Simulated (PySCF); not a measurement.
Numbering as in the mapped SMILES `[CH3:1][CH:2]([CH3:3])[C:4](=[O:5])[OH:6]`. Each H is labelled by its parent atom.

GIAO shifts from PySCF 2.14.0 with density-fitted response routines on PBE0-D3(BJ)/def2-SVP geometries (one conformer, non-relativistic, equivalent nuclei averaged), against TMS at the same level and in the same medium; PCM means IEF-PCM chloroform.

Measured (solution, not stated per compound (mostly CDCl3 or CCl4); Pretsch, Buehlmann, Badertscher, Structure Determination of Organic Compounds, 4th ed. (2009)): C2 34.1, C1/C3 18.8, H(C2) 2.56, H(C1)/H(C3) 1.21 ppm.

Task: Which unscaled values do KT2/pcSseg-2, gas; PBE0/pcSseg-1, PCM; WP04/pcSseg-1, PCM; wB97X-D/pcSseg-1, PCM give, and how close are they?

Result: 
| atoms | measured | KT2/pcSseg-2, gas | PBE0/pcSseg-1, PCM | WP04/pcSseg-1, PCM | wB97X-D/pcSseg-1, PCM |
| --- | --- | --- | --- | --- | --- |
| C2 | 34.1 | 36.8 | 35.0 | 38.8 | 35.0 |
| C1/C3 | 18.8 | 20.9 | 20.5 | 21.6 | 20.5 |
| H(C2) | 2.56 | 2.70 | 2.42 | 2.42 | 2.35 |
| H(C1)/H(C3) | 1.21 | 1.18 | 1.18 | 1.21 | 1.19 |

Mean absolute error for $^{13}$C: KT2/pcSseg-2, gas 2.4, PBE0/pcSseg-1, PCM 1.3, WP04/pcSseg-1, PCM 3.7, wB97X-D/pcSseg-1, PCM 1.3 ppm.

Mean absolute error for $^{1}$H: KT2/pcSseg-2, gas 0.09, PBE0/pcSseg-1, PCM 0.09, WP04/pcSseg-1, PCM 0.07, wB97X-D/pcSseg-1, PCM 0.11 ppm.

The C=O carbon of an acid or of an amide with N–H lies up to 10 ppm further downfield in solution, through hydrogen bonding that the calculation lacks.
